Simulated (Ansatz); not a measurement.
# BO (quartet): wave-function methods side by side, cc-pVTZ

The task here is to estimate one member of a computed series from the others.

Method: cc-pVTZ, core rule «outside noble gas», up to 2 orbitals frozen; program: Ansatz 0.2.0, Gaussian basis.

To be run: UHF; CCSD(T) on ROHF; CCSD(T) on UHF; BCCD(T) on ROHF; CISD as a restricted active space (open shells left free, so some higher excitations enter); CCSDT(Q) on ROHF; CCSDT(Q) on UHF; CASSCF and MRCISD+Q, 9 electrons in 8 orbitals; CASSCF and NEVPT2, 9 electrons in 8 orbitals.

16 further runs of the same task are left out: 2 for a known fault of the program, 3 that didn't finish, 11 set aside as unsound or not needed. Runs told in other sessions of the task aren't counted.

**What is computed**

The geometry is a PBE0/def2-TZVP stationary point (not a proven minimum) of the parent state, kept for this charge and spin.

2 atoms, charge 0, spin multiplicity 4.

Atoms are counted from 1 here; the program's logs count them from 0.

Bond lengths: B1–O2 1.201 Å.

Set-up of the first run:

File in.yaml:

```yaml
crystal:
  periodic: [false, false, false]
  atoms:
    - {symbol: B, position_ang: [0.000000, 0.000000, 0.000000]}
    - {symbol: O, position_ang: [0.000000, 0.000000, 1.200581]}
basis:
  gaussian: {orbitals: cc-pVTZ}
magnetization: {spin_polarized: true, initial_magnetization: 3}
hamiltonian: {xc: hf}
output: {orbitals: {seedname: orbitals}}
```

Run with:

```bash
ansatz run in.yaml --threads 1 --pin off --events-out ev --progress --plain --max-ram 2393MiB
```

Steps of the session up to this table: UHF; CCSD(T) on ROHF; CCSD(T) on UHF; BCCD(T) on ROHF; CISD as a restricted active space (open shells left free, so some higher excitations enter); CCSDT(Q) on ROHF; CCSDT(Q) on UHF; CASSCF and MRCISD+Q, 9 electrons in 8 orbitals; CASSCF and NEVPT2, 9 electrons in 8 orbitals.

One table of the session follows, with a row left open; its other results are not shown here.

It belongs to the step «Misses and costs». 

| method | from RCCSDT(Q) (meV) |
| --- | --- |
| ROHF | +7097.1 |
| UHF | +6950.7 |
| RMP2 | +1024.4 |
| UMP2 | ? |
| CISD | +775.6 |
| RCCSD | +536.6 |
| UCCSD | +535.1 |
| RCCSD(T) | +312.4 |
| UCCSD(T) | +314.2 |
| BCCD(T) | +314.8 |
| RCCSDT | +85.6 |
| UCCSDT | +89.3 |
| RCCSDT(Q) | 0 |
| UCCSDT(Q) | +2.2 |
| CASSCF valence | +5696.7 |
| NEVPT2 valence | +1245.5 |
| MRCISD valence | +600.5 |
| MRCISD+Q valence | +362.8 |

**Question.** Estimate the row for UMP2.

As computed: from RCCSDT(Q) (meV): +1035.2. In the column «from RCCSDT(Q) (meV)» it lies between RMP2 (+1024.4) and NEVPT2 valence (+1245.5).

The program flags RCCSDT(Q), UCCSDT(Q) as in doubt (see the logs), so the zero of the table is itself unsure.

To keep in mind: The report flags that the cluster equations may have other roots. The program flags RCCSDT(Q), UCCSDT(Q) as in doubt, so the zero of the table is itself unsure. Restricted and unrestricted rows rest on different reference determinants; a gap between their highest levels can come from leftover correlation error, from unlike frozen cores or from another state.
